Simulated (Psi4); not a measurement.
# AlHSCl (SMILES [SH][Al][Cl]): UCCSD/def2-TZVP

What is the vertical doublet–quartet gap of AlHSCl at UCCSD/def2-TZVP? 

The calculation is run with Psi4 1.11.

## 1. Starting point

The species is AlHSCl (4 atoms), meant as a doublet with charge 0. As SMILES, `[SH][Al][Cl]`. The shape is that of a PBE0-D4/def2-TZVP optimisation.

Bond lengths: S1–Al2 2.193 Å, Al2–Cl3 2.107 Å, S1–H4 1.345 Å. Angles: S1–Al2–Cl3 115.5°, Al2–S1–H4 92.8°.

## 2. A single-point energy at UCCSD/def2-TZVP

File alclhs.inp:

```
memory 1.6 GB

molecule m {
  0 2
  S      0.439800     0.984900    -0.744700
  Al    -0.394100    -0.525900     0.609100
  Cl     0.226200    -2.507400     0.251000
  H     -0.216400     1.988100    -0.135600
  units angstrom
  symmetry c1
}

set {
  basis           def2-TZVP
  reference       uhf
  puream          true
  e_convergence   1e-09
  d_convergence   1e-08
  scf_type        pk
  num_frozen_docc 15
  maxiter         200
}

e = energy('ccsd')
print_variables()
```

The run is started by

```sh
$ psi4 -n 1 alclhs.inp alclhs.out
```

alclhs.out:

```text
[...]
  Running in c1 symmetry.
[...]
  Nuclear repulsion =  156.154884339548801
[...]
  Multiplicity = 2
[...]
  Nalpha       = 24
  Nbeta        = 23
[...]
    Number of basis functions: 117
[...]
   @UHF iter   1: -1099.60025198802123   -5.18146e-01   2.97089e-03 ADIIS/DIIS
[...]
   @UHF iter  14: -1099.65902467166029   -1.84173e-11   8.49480e-09 DIIS
[...]
   @S^2 Observed:                7.552745497E-01
[...]
    Orbital Energies [Eh]
    ---------------------
    Alpha Occupied:
       1A   -104.820074     2A    -91.954305     3A    -58.539801
       4A    -10.549755     5A     -8.960662     6A     -8.017552
       7A     -8.015311     8A     -8.015181     9A     -6.643358
      10A     -6.641457    11A     -6.640021    12A     -4.952596
      13A     -3.267327    14A     -3.263464    15A     -3.262485
      16A     -1.082929    17A     -0.966747    18A     -0.586272
      19A     -0.542547    20A     -0.479417    21A     -0.472789
      22A     -0.468639    23A     -0.393264    24A     -0.330257
    Alpha Virtual:
      25A      0.034254    26A      0.110446    27A      0.121762
[...]
  @UHF Final Energy: -1099.65902467166029
   => Energetics <=
    Nuclear Repulsion Energy =            156.1548843395488007
    One-Electron Energy =               -1834.3648818659289645
    Two-Electron Energy =                 578.5509728547199302
    Total Energy =                      -1099.6590246716602906
  UHF NO Occupations:
  HONO-2 :   22  A 1.9996374
  HONO-1 :   23  A 1.9981957
[...]
 Multipole Moments:
 ------------------------------------------------------------------------------------
     Multipole            Electronic (a.u.)      Nuclear  (a.u.)        Total (a.u.)
 ------------------------------------------------------------------------------------
 L = 1.  Multiply by 2.5417464519 to convert [e a0] to [Debye]
 Dipole X            :         -0.5917499            0.0701244           -0.5216256
 Dipole Y            :         -3.4718034            4.0397278            0.5679244
 Dipole Z            :          1.4607014           -0.9297211            0.5309804
 Magnitude           :                                                    0.9362540
[...]
      * MP2 total energy                      = -1100.064235348814009
[...]
      * CCSD total energy                     = -1100.103972637956304
[...]
```

It took 76 s on 1 thread of Intel Xeon 6975P-C (Granite Rapids), shared host; peak memory 1.4 GiB.

## 3. The quartet at the same level

File job.json:

```json
{
  "schema_name": "qcschema_input",
  "schema_version": 1,
  "molecule": {
    "schema_name": "qcschema_molecule",
    "schema_version": 2,
    "symbols": ["S", "Al", "Cl", "H"],
    "geometry": [0.83110155, 1.86119126, -1.40727905, -0.74474107, -0.99380697, 1.15103218, 0.42745605, -4.73829928, 0.47432126, -0.40893673, 3.75696451, -0.25624686],
    "molecular_charge": 0,
    "molecular_multiplicity": 4,
    "fix_symmetry": "c1"
  },
  "driver": "energy",
  "model": {
    "method": "ccsd",
    "basis": "def2-TZVP"
  },
  "keywords": {
    "reference": "uhf",
    "puream": true,
    "e_convergence": 1e-09,
    "d_convergence": 1e-08,
    "scf_type": "pk",
    "num_frozen_docc": 15,
    "maxiter": 200
  }
}
```

The run is started by

```sh
$ psi4 --qcschema job.json -n 1 --memory 1600MB
```

stdout:

```text
[...]
  Running in c1 symmetry.
[...]
  Nuclear repulsion =  156.154884438419941
[...]
  Multiplicity = 4
[...]
  Nalpha       = 25
  Nbeta        = 22
[...]
    Number of basis functions: 117
[...]
   @UHF iter   1: -1099.43958722385742   -3.57482e-01   2.79414e-03 DIIS/ADIIS
[...]
   @UHF iter  14: -1099.50950366319739   -7.50333e-12   7.04874e-09 DIIS
[...]
   @S^2 Observed:                3.767208402E+00
[...]
    Orbital Energies [Eh]
    ---------------------
    Alpha Occupied:
       1A   -104.787704     2A    -92.085542     3A    -58.487911
       4A    -10.517645     5A     -9.091175     6A     -7.985058
       7A     -7.984205     8A     -7.983095     9A     -6.787672
      10A     -6.768627    11A     -6.767832    12A     -4.905619
      13A     -3.222783    14A     -3.218546    15A     -3.216221
      16A     -1.107852    17A     -1.052416    18A     -0.660411
      19A     -0.599110    20A     -0.579174    21A     -0.508863
      22A     -0.451144    23A     -0.444102    24A     -0.329318
      25A     -0.207275
    Alpha Virtual:
[...]
  @UHF Final Energy: -1099.50950366319739
   => Energetics <=
    Nuclear Repulsion Energy =            156.1548844384199413
    One-Electron Energy =               -1833.3505547846111767
    Two-Electron Energy =                 577.6861666829938713
    Total Energy =                      -1099.5095036631973926
  UHF NO Occupations:
  HONO-2 :   23  A 1.0000000
  HONO-1 :   24  A 1.0000000
[...]
 Multipole Moments:
 ------------------------------------------------------------------------------------
     Multipole            Electronic (a.u.)      Nuclear  (a.u.)        Total (a.u.)
 ------------------------------------------------------------------------------------
 L = 1.  Multiply by 2.5417464519 to convert [e a0] to [Debye]
 Dipole X            :          0.2420845            0.0701244            0.3122089
 Dipole Y            :         -1.9203144            4.0397278            2.1194134
 Dipole Z            :          0.0986710           -0.9297210           -0.8310500
 Magnitude           :                                                    2.2978319
[...]
      * MP2 total energy                      = -1099.880285910604698
[...]
      * CCSD total energy                     = -1099.926413495857332
[...]
```

The result, in JSON:

```text
{
 "driver": "energy",
 "model": {
  "method": "ccsd",
  "basis": "def2-TZVP"
 },
 "success": true,
 "return_result": -1099.9264134958573,
 "properties": {
  "calcinfo_nbasis": 117,
  "calcinfo_nmo": 117,
  "calcinfo_nalpha": 25,
  "calcinfo_nbeta": 22,
  "calcinfo_natom": 4,
  "nuclear_repulsion_energy": 156.15488443841994,
  "return_energy": -1099.9264134958573,
  "scf_one_electron_energy": -1833.3505547846112,
  "scf_two_electron_energy": 577.6861666829939,
  "scf_dipole_moment": [0.3122089172804826, 2.1194133689145027, -0.8310500352357258],
  "scf_total_energy": -1099.5095036631974,
  "scf_iterations": 14,
  "mp2_same_spin_correlation_energy": -0.09368443232728682,
  "mp2_opposite_spin_correlation_energy": -0.27709781508133846,
  "mp2_singles_energy": -4.468983161243428e-28,
  "mp2_doubles_energy": -0.3707822474086253,
  "mp2_correlation_energy": -0.3707822474086253,
  "mp2_total_energy": -1099.8802859106047,
  "ccsd_same_spin_correlation_energy": -0.09395745195887015,
  "ccsd_opposite_spin_correlation_energy": -0.3229523807024465,
  "ccsd_singles_energy": -1.0150898071071877e-16,
  "ccsd_doubles_energy": -0.41690983266131665,
  "ccsd_correlation_energy": -0.4169098326613167,
  "ccsd_total_energy": -1099.9264134958573,
  "ccsd_iterations": 22
 }
}
```

Wall time 95 s (1 thread of Intel Xeon 6975P-C (Granite Rapids), shared host); peak memory 1.4 GiB.

## 4. What came out

At UCCSD/def2-TZVP, 15 core orbitals frozen:

```
                                                           quantity           value
                                              doublet: total energy  -1100.10397 Eh
doublet: HOMO energy (Hartree–Fock orbitals) (highest over α and β)        -8.99 eV
 doublet: LUMO energy (Hartree–Fock orbitals) (lowest over α and β)         0.28 eV
              doublet: correlation energy (15 core orbitals frozen)      -444.9 mEh
                         doublet: ⟨S²⟩ of the reference determinant           0.755
                                             doublet: T1 diagnostic           0.020
                                              quartet: total energy  -1099.92641 Eh
quartet: HOMO energy (Hartree–Fock orbitals) (highest over α and β)        -5.64 eV
 quartet: LUMO energy (Hartree–Fock orbitals) (lowest over α and β)        -2.13 eV
              quartet: correlation energy (15 core orbitals frozen)      -416.9 mEh
                         quartet: ⟨S²⟩ of the reference determinant           3.767
                                             quartet: T1 diagnostic           0.022
                   vertical energy of the quartet above the doublet        4.832 eV
```

What this shows: At this shape the quartet lies 4.83 eV (466 kJ/mol) above the doublet.
